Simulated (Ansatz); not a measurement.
# AlSiH3 (triplet): the correlation ladder at distance Al1–H4 along a hydrogen transfer = 2.309 Å, cc-pVDZ

How much of the correlation energy of AlSiH3 (triplet) does each wave-function method recover here?

The runs use Ansatz 0.2.0, Gaussian basis; cc-pVDZ, core rule «outside noble gas», up to 10 orbitals frozen.

Plan: UHF; CCSD(T) on ROHF; CCSD(T) on UHF; BCCD(T) on ROHF; CISD; CCSDT(Q) on ROHF; CCSDT(Q) on UHF; CASSCF and MRCISD+Q, 4 electrons in 4 orbitals; CASSCF and NEVPT2, 4 electrons in 4 orbitals; CASSCF and NEVPT2, 10 electrons in 11 orbitals.

16 further runs of the same task are left out: 7 for a known fault of the program, 2 for a mislabelled method, 6 that didn't finish, 1 set aside as unsound or not needed.

## 1. The geometry

The geometry derives from fragments relaxed apart (PBE0/def2-TZVP) and kept rigid, so it is no stationary point. A hydrogen atom is moved between rigid fragments.

5 atoms, charge 0, spin multiplicity 3.

Atoms are counted from 1 here; the program's logs count them from 0.

Bond lengths: Al1–H2 1.586 Å, Al1–H3 1.586 Å, H4–Si5 1.561 Å. Angles: H2–Al1–H3 120.0°.

## 2. UHF

Input file in.yaml:

```yaml
crystal:
  periodic: [false, false, false]
  atoms:
    - {symbol: Al, position_ang: [-1.883597, 0.000000, 0.000000]}
    - {symbol: H, position_ang: [-2.676521, 1.373384, 0.000000]}
    - {symbol: H, position_ang: [-2.676521, -1.373384, 0.000000]}
    - {symbol: H, position_ang: [0.425403, 0.000000, 0.000000]}
    - {symbol: Si, position_ang: [1.986403, 0.000000, 0.000000]}
basis:
  gaussian: {orbitals: cc-pVDZ}
magnetization: {spin_polarized: true, initial_magnetization: 2}
hamiltonian: {xc: hf}
output: {orbitals: {seedname: orbitals}}
```

Run with:

```
ansatz run in.yaml --threads 1 --pin off --events-out ev --progress --plain --max-ram 2393MiB
```

Further steps of the session: CCSD(T) on ROHF; CCSD(T) on UHF; BCCD(T) on ROHF; CISD; CCSDT(Q) on ROHF; CCSDT(Q) on UHF; CASSCF and MRCISD+Q, 4 electrons in 4 orbitals; CASSCF and NEVPT2, 4 electrons in 4 orbitals; CASSCF and NEVPT2, 10 electrons in 11 orbitals.

Q: Predict the results of all the runs planned. Wanted: RCCSDT(Q) below the RHF energy; RMP2 from RCCSDT(Q); UMP2 from RCCSDT(Q); RCCSD from RCCSDT(Q); RCCSD(T) from RCCSDT(Q); UCCSD(T) from RCCSDT(Q); UCCSDT(Q) from RCCSDT(Q); NEVPT2 valence from RCCSDT(Q); T1 diagnostic.

As calculated:

| quantity | value |
| --- | --- |
| RCCSDT(Q) below the RHF energy | -5.0396 eV |
| RMP2 from RCCSDT(Q) | +31.53 kcal/mol |
| UMP2 from RCCSDT(Q) | +33.13 kcal/mol |
| RCCSD from RCCSDT(Q) | +5.11 kcal/mol |
| RCCSD(T) from RCCSDT(Q) | +1.55 kcal/mol |
| UCCSD(T) from RCCSDT(Q) | +1.67 kcal/mol |
| UCCSDT(Q) from RCCSDT(Q) | -0.06 kcal/mol |
| NEVPT2 valence from RCCSDT(Q) | +24.58 kcal/mol |
| levels within 1 kcal/mol (43 meV) | RCCSDT, UCCSDT, UCCSDT(Q) |
| T1 diagnostic | 0.041 |
| effectively unpaired electrons | 2.05 |

What this shows: RCCSD(T) misses by +1.55 kcal/mol, 1.3 % of the correlation energy. The occupations are near whole numbers, but T1 = 0.041 shows that the orbitals relax strongly. Coupled cluster took another determinant than the lowest Hartree-Fock one. These misses are within one basis, not against nature; the frozen cores of restricted and unrestricted runs differ, which can shift their rows.
